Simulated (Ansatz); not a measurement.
Reaction: HOCl (SMILES OCl) → OCl (SMILES Cl[O], doublet) + H (doublet) (the H-O bond breaks)
Each species at its own B3LYP-D3(BJ)/def2-TZVP minimum (Ansatz, an electronic-structure program).

Quantity: bond dissociation energy (electronic), in kcal/mol. Open shells are spin-unrestricted; no spin-orbit coupling. CBS(X,Y): correlation extrapolated as X^-3, Hartree-Fock from the larger set (Q,5: extrapolated as (X+1)exp(-9√X)). A bracket is a step between two methods taken in the basis named. The functionals are non-relativistic, so their misses hold any scalar relativity. Double hybrids freeze cores in their MP2 part. 'core' is core correlation in cc-pwCVTZ (1s frozen past Ne), 'X2C' scalar relativity in cc-pVTZ-DK, both at CCSD(T). For partners of very few electrons the exact lower level stands in for a higher one.

CCSD(T)/CBS(cc-pV(Q+d)Z,cc-pV(5+d)Z) + [CCSDT(Q) - CCSD(T)]/cc-pV(T+d)Z + [CCSDTQ - CCSDT(Q)]/cc-pV(D+d)Z + core + X2C (Ansatz) gives 100.9 kcal/mol.

**Question.** How far off this value is PBE/def2-TZVPD (Ansatz), in which direction, and which of these levels come nearer: PBE0/def2-TZVPD, B2PLYP/def2-TZVPD, CCSD(T)/CBS(cc-pV(Q+d)Z,cc-pV(5+d)Z) + core + X2C?

**Answer.** PBE gives 93.5 kcal/mol, 7.4 kcal/mol below it. Differences of the others: PBE0/def2-TZVPD (Ansatz) -6.0; B2PLYP/def2-TZVPD (Ansatz) -3.6; CCSD(T)/CBS(cc-pV(Q+d)Z,cc-pV(5+d)Z) + core + X2C (Ansatz) 0.5 kcal/mol. Nearer than PBE: PBE0/def2-TZVPD, B2PLYP/def2-TZVPD, CCSD(T)/CBS(cc-pV(Q+d)Z,cc-pV(5+d)Z) + core + X2C.
